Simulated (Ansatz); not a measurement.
Ansatz (a quantum-chemistry and plane-wave program) input (HF/STO-3G):

Ansatz 0.2 input:
```yaml
crystal:
  periodic: [false, false, false]
  atoms:
    - {symbol: C, position_ang: [0.04224489, -0.56967492, 0.04211330]}
    - {symbol: O, position_ang: [-0.04486502, 0.78779394, -0.03501777]}
    - {symbol: H, position_ang: [1.07433732, -0.94369547, -0.01301193]}
    - {symbol: H, position_ang: [-0.49479825, -0.99234206, 0.90297455]}
    - {symbol: H, position_ang: [-0.47408828, -0.94826445, -0.86250030]}
basis:
  gaussian:
    orbitals: STO-3G
hamiltonian:
  xc: {name: HF}
magnetization: {spin_polarized: true, initial_magnetization: 1}
relax: {f_tol: 0.003, max_steps: 120}
```

From the output:

```
190 factors; integrals over basis functions are off by at most 6.3e-6 eV
mean field: 0.04 GiB planned
mean field -3073.82229716 eV, -112.9608859089 hartree, gradient 7.2e-6 eV, S^2 0.755550; 0 other end points of the search recorded, 0 dependent functions left out
the calculation of the forces begins
reference -3073.82229716 eV, -112.9608859089 hartree; 9, 8 occupied and 4, 5 virtual orbitals, 190 factors
relax step   4: F+E_penalty+E_count = -3073.82229716 eV  Δ(F+E_penalty+E_count) = -1.126e-4 eV  max|allowed force component| = 7.119e-3 eV/Å  Δτ_max = 0.0018 Å  (36 SCF iters, accepted)
these checks for a lower state are left out or cut short: starts, cluster_reference, orbital_swaps, neighbouring_geometries, increment
integrals: 0.00 GiB planned
190 factors; integrals over basis functions are off by at most 6.3e-6 eV
mean field: 0.04 GiB planned
mean field evaluation 96: about -3073.8223 eV, gradient 1.4e-5 eV
mean field -3073.82230103 eV, -112.9608860512 hartree, gradient 7.2e-6 eV, S^2 0.755551; 0 other end points of the search recorded, 0 dependent functions left out
the calculation of the forces begins
reference -3073.82230103 eV, -112.9608860512 hartree; 9, 8 occupied and 4, 5 virtual orbitals, 190 factors
relax step   5: F+E_penalty+E_count = -3073.82230103 eV  Δ(F+E_penalty+E_count) = -3.873e-6 eV  max|allowed force component| = 9.148e-4 eV/Å  Δτ_max = 0.0004 Å  (36 SCF iters, accepted)
integrals: 0.00 GiB planned
190 factors; integrals over basis functions are off by at most 6.3e-6 eV
mean field: 0.04 GiB planned
mean field evaluation 128: about -3073.8033 eV, gradient 3.9e-2 eV
mean field evaluation 160: about -3073.7869 eV, gradient 9.8e-2 eV
mean field -3073.82230103 eV, -112.9608860512 hartree, gradient 7.2e-6 eV, S^2 0.755551; 5 other end points of the search recorded, 0 dependent functions left out
the calculation of the forces begins
reference -3073.82230103 eV, -112.9608860512 hartree; 9, 8 occupied and 4, 5 virtual orbitals, 190 factors
Total energy: -3073.82230103 eV, -112.9608860512 hartree
Atom 0 at     0.029468    -0.593738     0.018948 Å, force    -0.000549     0.000485    -0.000915 eV/Å
Atom 1 at    -0.038308     0.844964    -0.020749 Å, force     0.000079    -0.000527     0.000107 eV/Å
Atom 2 at     1.063963    -0.948095     0.004754 Å, force     0.000090    -0.000054     0.000348 eV/Å
Atom 3 at    -0.474046    -0.995776     0.902570 Å, force     0.000261    -0.000049     0.000248 eV/Å
Atom 4 at    -0.478246    -0.973538    -0.870965 Å, force     0.000119     0.000144     0.000211 eV/Å
Dipole moment:     0.003980    -0.264734    -0.007242 e Å
```

The geometry given is a B3LYP-D3(BJ)/def2-TZVP minimum.
